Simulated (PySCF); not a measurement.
Gas-phase reaction: AlCH3 + CH3NH2 = Al(CH3)2NH2. Level: ωB97M-V/def2-TZVP†; standard pressure 1 bar.

Energies from PySCF, thermal terms from the rigid-rotor harmonic-oscillator model, ideal gas at 1 bar. † marks an energy on the PBE0/def2-TZVP geometry and frequencies. All species are closed-shell singlets. Methyl groups turn as free rotors in Al(CH3)2NH2. AlCH3, Al(CH3)2NH2: computed as isolated molecules; such fragments, hydroxides, amides, oligomers or adducts are transient or little studied in the gas. The harmonic model lacks anharmonicity and excited electronic states, which grow with temperature; levels with a mode under 35 cm⁻¹ are left out. Internal rotation in CH3NH2 is treated as a harmonic vibration of one conformer, which makes the entropy rough.

| T (K) | 1000/T (1/K) | log10 K |
|---|---|---|
| 600 | 1.6667 | 18.36 |
| 800 | 1.2500 | 12.16 |
| 1000 | 1.0000 | 8.48 |
| 1200 | 0.8333 | 6.04 |
| 1400 | 0.7143 | 4.31 |
| 1600 | 0.6250 | ? |

Question: Fit log10 K = a + b·(1000/T) to the five rows, get the mean ΔH° and ΔS°, and predict log10 K at 1600 K.

Answer: Means: 1000/T = 1.0929, log10 K = 9.870. Sums of products about the means: Sxy = 8.45974, Sxx = 0.573287, so b = Sxy/Sxx = 14.76 and a = 9.870 − (14.76)×1.0929 = -6.26.
ΔH° = −R ln 10 × 1000 K × b = −19.145 × (14.76) = -283 kJ; ΔS° = R ln 10 × a = -120 J/K. The run's own values go from -286 kJ and -126 J/K at 600 K to -275 kJ and -114 J/K at 1600 K.
Prediction at 1600 K: -6.26 + (14.76)×0.6250 = 2.96. The computed value is 3.03, 0.07 from the line.
For scale, ΔH°(298 K) is -291 kJ at this level, -299 kJ at ωB97X-V/def2-TZVP†, and runs from -313 to -249 kJ over the 18 levels computed.
